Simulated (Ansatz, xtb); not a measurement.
## A geometry optimisation of CHClSi+ with r2SCAN-D4/def2-SVP

The starting geometry of this gas-phase doublet has its atoms placed at random.

```xyz
4

C    -0.5013   -1.3478    0.9363
Cl    0.3595   -0.1030    0.9785
Si    0.3393    0.1812   -1.6664
H     1.6795   -0.7083    0.4386
```

Task: One run relaxed it with r2SCAN-D4/def2-SVP. What is a likely outcome?

Result: It ends as `[SiH+]=[C]Cl`. Contacts that open: Cl2–H4 (1.55 → 4.07 Å). Contacts that close: C1–Si3 (3.13 → 1.77 Å), Si3–H4 (2.65 → 1.51 Å).

The energy falls by 7.06 eV over 21 steps:

```json
{"step": "1", "E − E(last) (eV)": "7.056"}
{"step": "3", "E − E(last) (eV)": "5.477"}
{"step": "5", "E − E(last) (eV)": "3.219"}
{"step": "8", "E − E(last) (eV)": "1.409"}
{"step": "10", "E − E(last) (eV)": "0.531"}
{"step": "12", "E − E(last) (eV)": "0.092"}
{"step": "14", "E − E(last) (eV)": "0.040"}
{"step": "17", "E − E(last) (eV)": "0.018"}
{"step": "19", "E − E(last) (eV)": "0.000"}
{"step": "21", "E − E(last) (eV)": "0.000"}
```

Final geometry (Å):

```json
{"atom": "C", "x (Å)": "0.1583", "y (Å)": "-0.4732", "z (Å)": "0.7136"}
{"atom": "Cl", "x (Å)": "-0.6161", "y (Å)": "-0.4206", "z (Å)": "2.0951"}
{"atom": "Si", "x (Å)": "0.4281", "y (Å)": "-0.4028", "z (Å)": "-1.0321"}
{"atom": "H", "x (Å)": "1.9067", "y (Å)": "-0.6814", "z (Å)": "-1.0897"}
```

From the same start GFN2-xTB reaches the same bonding as this run.

From so rough a start the end depends on the optimiser's path, so another program may land elsewhere. The end wasn't checked by frequencies. Open shells are spin-unrestricted. Run with Ansatz 0.2.0, 2.1 min on 1 thread of Intel(R) Xeon(R) Platinum 8259CL CPU @ 2.50GHz (Skylake/Cascade Lake) (shared host).
